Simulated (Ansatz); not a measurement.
C₃H₆N₂O, SMILES `C=NC(=N)OC`, 12 atoms. Charge 0, multiplicity 1. All runs use 4 threads of an Arm Neoverse V2 on a shared host. Correlated methods freeze the cores.

Problem. How many basis functions does each run have, and how long does it take in Ansatz? RKS r2SCANh-D4/def2-TZVPP energy; RKS ωB97M-V/def2-QZVPP energy; RHF-MP2/def2-QZVPP energy; RKS PBE0-D4/def2-SVP energy; RKS B3LYP-D4/def2-TZVPP energy and forces; RHF-CCSD(T)/def2-SVP energy; RKS PBE0-D4/def2-TZVP frequencies; RKS ωB97M-V/def2-SVP energy; RHF-CCSD(T)/def2-TZVPP energy; RKS SPW92 (LDA)/def2-TZVPP energy; RKS PBE0-D4/def2-TZVP relaxation (12 steps); RKS revPBE-D4/def2-TZVPP energy. (Estimate.)

Solution. The calculation gave: Other jobs shared the machine, so times are rough.

```tsv
level	job	functions	wall time	peak host memory (GiB)
RKS PBE0-D4/def2-SVP	energy	114	1 s	0.49
RKS SPW92 (LDA)/def2-TZVPP	energy	270	1.1 s	0.33
RKS revPBE-D4/def2-TZVPP	energy	270	1.9 s	0.33
RKS ωB97M-V/def2-SVP	energy	114	3.8 s	0.49
RKS B3LYP-D4/def2-TZVPP	energy and forces	270	4.1 s	0.74
RKS r2SCANh-D4/def2-TZVPP	energy	270	4.4 s	0.65
RHF-CCSD(T)/def2-SVP	energy	114	8 s	0.67
RKS ωB97M-V/def2-QZVPP	energy	522	16 s	2.2
RHF-MP2/def2-QZVPP	energy	522	30 s	3.7
RKS PBE0-D4/def2-TZVP	relaxation (12 steps)	222	38 s	0.58
RKS PBE0-D4/def2-TZVP	frequencies	222	2.5 min	0.58
RHF-CCSD(T)/def2-TZVPP	energy	270	3.8 min	7.7
```

B3LYP here is the variant with VWN-RPA as its local correlation; programs differ in this.
